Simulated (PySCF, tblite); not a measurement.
A complex of methane and dimethyl ether

A gas-phase complex of methane and dimethyl ether; neutral, singlet. The structure comes from a short search (6 tight-binding starts) and was relaxed by PBE0-D3(BJ)/def2-SVPD; another way of binding may lie lower. No frequency run checks that it is a minimum.

Parts: 1 = methane (C), atoms 1–5; 2 = dimethyl ether (COC), atoms 6–14.

Coordinates in Å:
```
C1      0.209    0.241    0.109
H2     -0.537   -0.283   -0.502
H3      0.065    1.326    0.021
H4      0.098   -0.056    1.160
H5      1.217   -0.020   -0.236
C6     -3.383   -0.084   -1.545
O7     -2.462   -1.101   -1.807
C8     -2.235   -1.296   -3.171
H9     -3.490    0.001   -0.456
H10    -4.372   -0.310   -1.985
H11    -3.039    0.888   -1.946
H12    -1.496   -2.099   -3.277
H13    -1.840   -0.381   -3.651
H14    -3.162   -1.592   -3.698
```

Contacts between parts, classed by geometry: H2···O7 2.465 Å (C–H hydrogen bond, 170°).

Interaction energies are complex less parts, with the parts frozen as they stand in it; counterpoise-corrected, in kcal/mol (PySCF).

Give the interaction energy at each level run.


```
                  level  interaction  superposition error removed
wB97M-D3(BJ)/def2-TZVPD        -1.03                        -0.06
 PBE0-D3(BJ)/def2-TZVPD        -1.15                        -0.04
      RI-MP2/def2-TZVPD        -0.83                        -0.47
```

What holds them together? Decompose the wB97M-D3(BJ)/def2-TZVPD energy: frozen parts, their antisymmetrised product, then relaxation.

electrostatic -1.5, Pauli repulsion +1.8, orbital relaxation -0.5, dispersion correction -0.9 kcal/mol, which sum to the value before the counterpoise correction; the Pauli term holds the exchange-correlation of the frozen density too. Of the attraction, 51 % is electrostatic, 31 % is dispersion correction, 18 % is orbital relaxation.

The parts were also relaxed and run alone, at the levels used for the complex: shieldings by PBE0/pcSseg-2; core levels by delta-SCF with SCAN, pcX-2 on the ionised atom and pcseg-1 elsewhere, spin-free X2C.

What does binding change?


```csv
property,alone,in the complex,change
C1–H2 bond (Å),1.097,1.097,0.000
shielding of H2 (ppm),31.07,30.29,-0.78
shielding of O7 (ppm),331.6,330.1,-1.5
shielding of C1 (ppm),189.9,190.9,+1.0
C1 1s core level (eV),290.86,290.37,-0.48
C6 1s core level (eV),292.24,292.25,0.00
O7 1s core level (eV),538.55,538.53,-0.02
```

The 5 runs behind this took 2.5 min in all, one thread each of Intel Xeon Platinum 8488C on a shared host, launched as `OMP_NUM_THREADS=1 python cluster_run.py task.json out`.
